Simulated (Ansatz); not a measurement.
We consider fcc Sr, described by LDA (PAW; Ansatz, a program for electronic structure).

Numerical settings: plane-wave cutoff 520 eV, 18×18×18 k mesh, Fermi–Dirac smearing 0.1 eV, perturbation theory, force constants from a 6×6×6 q mesh, scalar-relativistic PAW data made under PBE.

Problem. Estimate the zero-point energy that the calculation returns.

Solution. 
- zero-point energy: 0.014 eV/atom
